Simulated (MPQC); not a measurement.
# CH3NO (SMILES [H]/N=C/O): levels of theory compared

Aim: a comparison of 6 runs (HF/STO-3G, HF/3-21G, HF/6-31G*, HF/def2-SVP, PBE0/def2-SVP, MP2/def2-SVP) of CH3NO. 

The calculation is run with MPQC 2.3.1.

1 further run of the same task is left out (set aside as unsound or not needed).

## Step 1: The structure to begin with

CH3NO has 6 atoms, charge 0, and is taken as a singlet. SMILES: `[H]/N=C/O`. The coordinates come from a GFN2-xTB relaxation. This is one conformer, not always the lowest.

Bond lengths: N1–C2 1.255 Å, C2–O3 1.326 Å, N1–H4 1.012 Å, C2–H5 1.096 Å, O3–H6 0.970 Å. Angles: N1–C2–O3 121.1°, N1–C2–H5 128.2°, O3–C2–H5 110.7°, C2–N1–H4 115.9°, C2–O3–H6 108.4°.

## Step 2: Energy and gradient at HF/STO-3G (run 1)

File run.in:

```
% emacs should use -*- KeyVal -*- mode
molecule<Molecule>: (
   symmetry = c1
   unit = angstrom
   { atoms geometry } = {
      N  [ -0.967950      -0.299550      -0.116980 ]
      C  [ 0.217470       0.096440      -0.226470 ]
      O  [ 0.997700       0.226210       0.838270 ]
      H  [ -1.492730      -0.370190      -0.979660 ]
      H  [ 0.757430       0.376240      -1.138720 ]
      H  [ 0.488080      -0.029150       1.623560 ]
   }
)
basis<GaussianBasisSet>: (
   name = "STO-3G"
   molecule = $:molecule
   basisdir = "."
   puream = yes
)
mpqc: (
   checkpoint = no
   savestate = no
   restart = no
   do_energy = yes
   do_gradient = yes
   optimize = no
   mole<CLHF>: (
      molecule = $:molecule
      basis = $:basis
      total_charge = 0
      memory = 1000000000
      print_evals = yes
      print_npa = yes
      maxiter = 120
      value_accuracy = 1e-08
      guess_wavefunction<CLHF>: (
         molecule = $:molecule
         total_charge = 0
         memory = 1000000000
         value_accuracy = 1e-3
         basis<GaussianBasisSet>: (
            name = "MINI (Huzinaga)"
            molecule = $:molecule
         )
      )
   )
)
```

The basis set STO-3G is read from a file made from the Basis Set Exchange's data (not shown).

Run with:

```sh
$ mpqc -o run.out run.in
```

Standard output:

```text
MPQC: Massively Parallel Quantum Chemistry
[...]
  LUMO is    13   A =   0.322264
  total scf energy = -166.6725140647
[...]
Value of the MolecularEnergy: -166.6725140647
  Gradient of the MolecularEnergy:
      1    0.0230798900
      2    0.0119099802
      3   -0.0384172452
      4    0.0127887203
      5   -0.0019514136
      6    0.0527330546
      7   -0.0579536109
      8   -0.0149799648
      9   -0.0327552940
     10    0.0046428110
     11   -0.0018487716
     12    0.0289899642
[...]
      symmetry = c1
[...]
```

Wall time 0.28 s (1 thread of Arm Neoverse N1, shared host).

## Step 3: Energy and gradient at HF/3-21G (run 2)

File mol.in:

```
molecule<Molecule>: (
  symmetry = c1
  unit = angstrom
  { atoms geometry } = {
    N  [ -0.967950 -0.299550 -0.116980 ]
    C  [ 0.217470 0.096440 -0.226470 ]
    O  [ 0.997700 0.226210 0.838270 ]
    H  [ -1.492730 -0.370190 -0.979660 ]
    H  [ 0.757430 0.376240 -1.138720 ]
    H  [ 0.488080 -0.029150 1.623560 ]
  }
)
basis<GaussianBasisSet>: (
  name = "3-21G"
  molecule = $:molecule
  basisdir = "."
  puream = yes
)
mpqc: (
  checkpoint = no
  savestate = no
  restart = no
  do_energy = yes
  do_gradient = yes
  optimize = no
  mole<CLHF>: (
    molecule = $:molecule
    basis = $:basis
    total_charge = 0
    memory = 1000000000
    print_evals = yes
    print_npa = yes
    maxiter = 120
    value_accuracy = 1e-08
    guess_wavefunction<ExtendedHuckelWfn>: (
      molecule = $:molecule
      total_charge = 0
      multiplicity = 1
      basis<GaussianBasisSet>: (
        name = "STO-3G"
        molecule = $:molecule
      )
    )
  )
)
```

The basis set 3-21G is read from a file made from the Basis Set Exchange's data (not shown).

Run with:

```sh
$ mpqc mol.in > mol.out
```

Standard output:

```text
MPQC: Massively Parallel Quantum Chemistry
[...]
  CLSCF::init: total charge = 0
[...]
  nbasis = 33
[...]
  iter     1 energy = -166.6356491845 delta = 1.85831e-01
[...]
  LUMO is    13   A =   0.206256
  total scf energy = -167.9550894998
[...]
Value of the MolecularEnergy: -167.9550894998
  Gradient of the MolecularEnergy:
      1   -0.0065367411
      2   -0.0031301987
      3    0.0090715977
      4    0.0174784220
      5    0.0016234141
      6    0.0347996127
      7   -0.0137194928
      8   -0.0016880953
      9   -0.0238803928
     10   -0.0015527167
     11   -0.0000656292
     12   -0.0039381866
[...]
      symmetry = c1
[...]
```

Wall time 1.1 s (1 thread of Arm Neoverse N1, shared host).

Runs 3 to 4 aren't shown in full; the table further down has their settings and results.

## Step 4: Energy and forces at PBE0/def2-SVP (run 5)

File job.in:

```
% CH3NO
molecule<Molecule>: (
   symmetry = c1
   unit = angstrom
   { atoms geometry } = {
      N  [ -0.967950      -0.299550      -0.116980 ]
      C  [ 0.217470       0.096440      -0.226470 ]
      O  [ 0.997700       0.226210       0.838270 ]
      H  [ -1.492730      -0.370190      -0.979660 ]
      H  [ 0.757430       0.376240      -1.138720 ]
      H  [ 0.488080      -0.029150       1.623560 ]
   }
)
basis<GaussianBasisSet>: (
   name = "def2-SVP"
   molecule = $:molecule
   basisdir = "."
   puream = yes
)
mpqc: (
   checkpoint = no
   savestate = no
   restart = no
   do_energy = yes
   do_gradient = yes
   optimize = no
   mole<CLKS>: (
      molecule = $:molecule
      basis = $:basis
      total_charge = 0
      memory = 1000000000
      print_evals = yes
      print_npa = yes
      maxiter = 120
      value_accuracy = 1e-08
      functional<SumDenFunctional>: (
         a0 = 0.25
         coefs = [ 0.75 1 ]
         funcs: [ <PBEXFunctional>: () <PBECFunctional>: () ]
      )
      integrator<RadialAngularIntegrator>: ( grid = xfine )
      guess_wavefunction<CLHF>: (
         molecule = $:molecule
         total_charge = 0
         memory = 1000000000
         value_accuracy = 1e-3
         basis<GaussianBasisSet>: (
            name = "STO-3G"
            molecule = $:molecule
         )
      )
   )
)
```

The basis set def2-SVP is read from a file made from the Basis Set Exchange's data (not shown).

Run with:

```sh
$ mpqc job.in > job.out
```

Standard output:

```text
MPQC: Massively Parallel Quantum Chemistry
[...]
  Integrated electron density error = -0.000337873039
  iter     1 energy = -169.2737419355 delta = 1.20571e-01
  Integrated electron density error = 0.000008649979
  iter     2 energy = -169.5032314572 delta = 3.06575e-02
[...]
  Integrated electron density error = -0.000000137340
  iter    11 energy = -169.5567264173 delta = 1.67972e-07
  Integrated electron density error = -0.000000137340
  iter    12 energy = -169.5567264173 delta = 2.89630e-08
  Integrated electron density error = -0.000000137340
  iter    13 energy = -169.5567264173 delta = 1.29259e-08
[...]
  LUMO is    13   A =   0.033050
  total scf energy = -169.5567264173
[...]
  Integrated electron density error = -0.000000139114
  Total Gradient:
[...]
Value of the MolecularEnergy: -169.5567264173
  Gradient of the MolecularEnergy:
      1    0.0108737608
      2    0.0044932626
      3   -0.0083174573
      4    0.0026584172
      5    0.0010223625
      6   -0.0015245980
      7   -0.0113781113
      8   -0.0032055819
      9   -0.0041547479
     10   -0.0025293337
     11   -0.0016052288
     12    0.0067407092
[...]
        symmetry = c1
[...]
```

Wall time 48 s (1 thread of Arm Neoverse N1, shared host); peak memory 0.2 GiB.

## Step 5: Energy and forces at MP2/def2-SVP (run 6)

File job.in:

```
% CH3NO
molecule<Molecule>: (
  symmetry = c1
  unit = angstrom
  { atoms geometry } = {
    N  [ -0.967950    -0.299550    -0.116980 ]
    C  [ 0.217470     0.096440    -0.226470 ]
    O  [ 0.997700     0.226210     0.838270 ]
    H  [ -1.492730    -0.370190    -0.979660 ]
    H  [ 0.757430     0.376240    -1.138720 ]
    H  [ 0.488080    -0.029150     1.623560 ]
  }
)
basis<GaussianBasisSet>: (
  name = "def2-SVP"
  molecule = $:molecule
  basisdir = "."
  puream = yes
)
mpqc: (
  checkpoint = no
  savestate = no
  restart = no
  do_energy = yes
  do_gradient = yes
  optimize = no
  mole<MBPT2>: (
    molecule = $:molecule
    basis = $:basis
    memory = 1000000000
    method = mp
    nfzc = 3
    reference<CLHF>: (
      molecule = $:molecule
      basis = $:basis
      total_charge = 0
      memory = 1000000000
      print_evals = yes
      maxiter = 120
      value_accuracy = 1e-08
      guess_wavefunction<CLHF>: (
        molecule = $:molecule
        total_charge = 0
        memory = 1000000000
        value_accuracy = 1e-3
        basis<GaussianBasisSet>: (
          name = "STO-3G"
          molecule = $:molecule
        )
      )
    )
  )
)
```

The basis set def2-SVP is read from a file made from the Basis Set Exchange's data (not shown).

Run with:

```sh
$ mpqc job.in > job.out
```

Standard output:

```text
MPQC: Massively Parallel Quantum Chemistry
[...]
  LUMO is    13   A =   0.193072
  total scf energy = -168.7843106148
[...]
  MP2 correlation energy [au]:         -0.481145781572
  MP2 energy [au]:                   -169.265456396327
[...]
Value of the MolecularEnergy: -169.2654563963
  Gradient of the MolecularEnergy:
      1    0.0233755497
      2    0.0088885515
      3   -0.0113704050
      4   -0.0048491316
      5   -0.0024918156
      6    0.0079071514
      7   -0.0175604389
      8   -0.0045131579
      9   -0.0101490885
     10   -0.0034777824
     11   -0.0020087918
     12    0.0075758788
[...]
        symmetry = c1
[...]
```

Wall time 12 s (1 thread of Arm Neoverse N1, shared host); peak memory 0.32 GiB.

## Step 6: All runs side by side

| run | level | starting guess | integration grid | energy (Eh) | HOMO energy (eV) | LUMO energy (eV) | HOMO–LUMO gap (eV) | wall time |
| --- | --- | --- | --- | --- | --- | --- | --- | --- |
| 1 | HF/STO-3G | MINI (Huzinaga) | – | -166.672514 | -8.75 | 8.77 | 17.52 | 0.28 s |
| 2 | HF/3-21G | huckel STO-3G | – | -167.955089 | -10.97 | 5.61 | 16.59 | 1.1 s |
| 3 | HF/6-31G* (spherical functions) | STO-2G | – | -168.905188 | -11.14 | 5.44 | 16.58 | 3.6 s |
| 4 | HF/def2-SVP | 3-21G | – | -168.784311 | -11.23 | 5.25 | 16.49 | 5.1 s |
| 5 | PBE0/def2-SVP | STO-3G | xfine | -169.556726 | -7.79 | 0.90 | 8.69 | 48 s |
| 6 | MP2/def2-SVP | STO-3G | – | -169.265456 | -11.23 | 5.25 | 16.49 | 12 s |

## Step 7: Results

```
                                          quantity          value
                               run 6: total energy  -169.26546 Eh
        run 6: HOMO energy (Hartree–Fock orbitals)      -11.23 eV
        run 6: LUMO energy (Hartree–Fock orbitals)        5.25 eV
      run 6: HOMO–LUMO gap (Hartree–Fock orbitals)       16.49 eV
run 6: correlation energy (3 core orbitals frozen)     -481.1 mEh
                   run 6: largest force on an atom     1.413 eV/Å
```

Over runs 1, 2, 3, 4, 5 the HOMO–LUMO gap runs from 8.69 eV (PBE0/def2-SVP) to 17.52 eV (HF/STO-3G). The two ends differ in method and basis. In run 1 the basis is minimal, so the values are rough. All runs together took 70 s, the longest 48 s.
